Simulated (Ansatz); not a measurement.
Ansatz (a quantum-chemistry and plane-wave program) input (CCSD(T)/cc-pCVDZ): A basis named .json is the Basis Set Exchange file of that set (core-valence sets with the plain set on hydrogen).

Ansatz 0.2 input:
```yaml
crystal:
  periodic: [false, false, false]
  atoms:
    - {symbol: H, position_ang: [-0.00000000, -0.00000000, -0.37201156]}
    - {symbol: H, position_ang: [0.00000000, 0.00000000, 0.37201156]}
basis:
  gaussian:
    orbitals: cc-pCVDZ.json
magnetization: {spin_polarized: false}
correlation: {method: ccsd_t, frozen_orbitals: {H: 0}}
```

Output:

```
Functional definition: HF
integrals: 0.00 GiB planned
84 factors; integrals over basis functions are off by at most 1.4e-3 eV
mean field: 0.04 GiB planned
mean field evaluation 1: about -30.6428 eV, gradient 3.7e0 eV
mean field evaluation 2: about -30.6423 eV, gradient 3.7e0 eV
mean field evaluation 4: about -30.7145 eV, gradient 2.8e-2 eV
mean field evaluation 8: about -30.7145 eV, gradient 2.5e-7 eV
mean field evaluation 16: about -30.7145 eV, gradient 2.5e-7 eV
mean field -30.71445662 eV, -1.1287354617 hartree, gradient 2.5e-7 eV, S^2 0.000000; 1 other end points of the search recorded, 0 dependent functions left out
reference -30.71445662 eV, -1.1287354617 hartree; 1, 1 occupied and 9, 9 virtual orbitals, 84 factors
second order -0.71858898 eV of doubles, -0.00000000 eV of singles
coupled cluster: 0.04 GiB planned
cycle   1  -0.87998916 eV  change   -1.6e-1 eV  update   2.6e-2
cycle   2  -0.94441597 eV  change   -6.4e-2 eV  update   8.9e-3
cycle   3  -0.94543468 eV  change   -1.0e-3 eV  update   1.2e-3
cycle   4  -0.94550422 eV  change   -7.0e-5 eV  update   1.2e-4
cycle   5  -0.94546935 eV  change    3.5e-5 eV  update   1.0e-5
cycle   6  -0.94547566 eV  change   -6.3e-6 eV  update   1.6e-6
cycle   7  -0.94547423 eV  change    1.4e-6 eV  update   2.1e-7
perturbative correction -0.00000000 eV, -0.0000000000 hartree
Total energy: -31.65993084 eV, -1.1634809986 hartree
```
